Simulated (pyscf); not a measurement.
**Four-centre exchange: `[OH][Si]([OH])([OH])[OH]` + `[OH][SiH3]` -> `[OH][SiH2][O][Si]([OH])([OH])[OH]` + `[H][H]`**

Gas phase, singlet surface, charge 0. Bonds broken: O1–H6, Si11–H13. Bonds formed: O1–Si11, H6–H13. PySCF, gas phase, ωB97X-D3(BJ)/def2-SVP geometries.

Transition state (Å):

```xyz
15

O      0.9069     0.3918     0.9334
Si    -0.6634     0.9877     0.5680
O     -1.6420    -0.2902     0.3109
O     -1.1445     1.8444     1.8841
O     -0.5291     1.9351    -0.7569
H      1.1368    -0.2472     1.8159
H     -1.2266    -1.1383     0.0687
H     -1.8858     1.4819     2.3803
H     -0.1313     2.8050    -0.6516
O      0.2904    -2.3586     0.1597
Si     1.5014    -1.1778     0.1644
H      0.2537    -2.8639     0.9817
H      1.5812    -1.3314     1.9616
H      2.9510    -1.5086     0.1444
H      1.2547    -0.6610    -1.2212
```

One imaginary mode, 1214i cm⁻¹; descent along it reached the two sides named, in the forms told below.

```tsv
bond	change	reactant side (Å)	saddle	product side
O1–H6	breaks	0.964	1.114	3.3
Si11–H13	breaks	1.483	1.806	3.5
O1–Si11	forms	2.9	1.846	1.661
H6–H13	forms	2.9	1.181	0.763
```

Electronic energies relative to the separated reactants (kcal/mol):

```csv
level,barrier,reaction energy,reverse barrier
ωB97X-D3(BJ)/def2-TZVP,29.2,-29.3,58.5
PBE/def2-TZVP,27.5,-24.2,51.7
r²SCAN/def2-TZVP,27.6,-28.3,55.8
B3LYP-D3(BJ)/def2-TZVP,30.1,-28.3,58.4
PBE0-D3(BJ)/def2-TZVP,27.8,-26.2,54.1
M06-2X/def2-TZVP,30.6,-30.6,61.2
ωB97M-D3(BJ)/def2-TZVP,30.0,-27.5,57.5
HF/def2-TZVP,53.0,-24.0,77.0
```

With ωB97M-D3(BJ)/def2-TZVP energies and thermal terms (ideal gas, 1 atm, RRHO with modes under 100 cm⁻¹ raised to 100, one conformer, R ln 2 for chiral ones without a mode under 150 cm⁻¹), in kcal/mol:

```tsv
T (K)	ΔH‡	ΔG‡	ΔH	ΔG
298	28.7	41.3	-29.5	-25.4
600	28.7	54.2	-28.5	-21.6
900	29.2	66.9	-27.8	-18.3
1200	29.9	79.3	-27.1	-15.3
```

On the reactant side the descent ends in a complex (not fully relaxed), 5.9 kcal/mol under the separated species and 35.1 kcal/mol under the saddle at ωB97X-D3(BJ)/def2-TZVP. One saddle was located; it need not be the lowest between these sides.
